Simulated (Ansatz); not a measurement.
Ansatz (an electronic-structure program) input (HF/STO-3G):

Ansatz 0.2 input:
```yaml
crystal:
  periodic: [false, false, false]
  atoms:
    - {symbol: C, position_ang: [-0.00957936, 0.00763515, -1.26573338]}
    - {symbol: C, position_ang: [0.00126974, -0.00101203, 0.16777228]}
    - {symbol: N, position_ang: [0.00988189, -0.00787628, 1.30570700]}
    - {symbol: H, position_ang: [0.00633831, 1.04329069, -1.61633999]}
    - {symbol: H, position_ang: [0.87344293, -0.52304743, -1.63235089]}
    - {symbol: H, position_ang: [-0.91661809, -0.49088277, -1.61860927]}
    - {symbol: H, position_ang: [0.01752135, -0.01396524, 2.31511772]}
basis:
  gaussian:
    orbitals: STO-3G
hamiltonian:
  xc: {name: HF}
total_charge: 1
relax: {f_tol: 0.003, max_steps: 120}
```

From the last part of the output:

```
278 factors; integrals over basis functions are off by at most 1.5e-5 eV
mean field: 0.04 GiB planned
mean field -3554.45633714 eV, -130.6238610928 hartree, gradient 1.6e-5 eV, S^2 0.000000; 0 other end points of the search recorded, 0 dependent functions left out
the calculation of the forces begins
reference -3554.45633714 eV, -130.6238610928 hartree; 11, 11 occupied and 8, 8 virtual orbitals, 278 factors
relax step   5: F+E_penalty+E_count = -3554.45633714 eV  Δ(F+E_penalty+E_count) = -3.656e-6 eV  max|allowed force component| = 4.149e-3 eV/Å  Δτ_max = 0.0004 Å  (26 SCF iters, accepted)
these checks for a lower state are left out or cut short: starts, cluster_reference, orbital_swaps, neighbouring_geometries, increment
integrals: 0.00 GiB planned
278 factors; integrals over basis functions are off by at most 1.5e-5 eV
mean field: 0.04 GiB planned
mean field -3554.45633734 eV, -130.6238611002 hartree, gradient 1.6e-5 eV, S^2 0.000000; 0 other end points of the search recorded, 0 dependent functions left out
the calculation of the forces begins
reference -3554.45633734 eV, -130.6238611002 hartree; 11, 11 occupied and 8, 8 virtual orbitals, 278 factors
relax step   6: F+E_penalty+E_count = -3554.45633734 eV  Δ(F+E_penalty+E_count) = -2.024e-7 eV  max|allowed force component| = 3.047e-5 eV/Å  Δτ_max = 0.0001 Å  (27 SCF iters, accepted)
integrals: 0.00 GiB planned
278 factors; integrals over basis functions are off by at most 1.5e-5 eV
mean field: 0.04 GiB planned
mean field evaluation 64: about -3554.4570 eV, gradient 1.5e-1 eV
mean field -3554.45633734 eV, -130.6238611002 hartree, gradient 1.6e-5 eV, S^2 0.000000; 1 other end points of the search recorded, 0 dependent functions left out
the calculation of the forces begins
reference -3554.45633734 eV, -130.6238611002 hartree; 11, 11 occupied and 8, 8 virtual orbitals, 278 factors
Total energy: -3554.45633734 eV, -130.6238611002 hartree
Atom 0 at    -0.009922     0.007908    -1.311001 Å, force    -0.000000     0.000000    -0.000030 eV/Å
Atom 1 at     0.001465    -0.001168     0.193630 Å, force    -0.000000     0.000000    -0.000014 eV/Å
Atom 2 at     0.010163    -0.008101     1.342882 Å, force     0.000000    -0.000000     0.000012 eV/Å
Atom 3 at     0.006242     1.049757    -1.643964 Å, force    -0.000000    -0.000030     0.000011 eV/Å
Atom 4 at     0.878632    -0.526128    -1.660073 Å, force    -0.000026     0.000016     0.000011 eV/Å
Atom 5 at    -0.922340    -0.493768    -1.646247 Å, force     0.000027     0.000015     0.000011 eV/Å
Atom 6 at     0.018015    -0.014359     2.380337 Å, force    -0.000000     0.000000    -0.000003 eV/Å
Dipole moment:     0.002871    -0.002288     0.379286 e Å
```

The dipole moment of an ion depends on the origin.
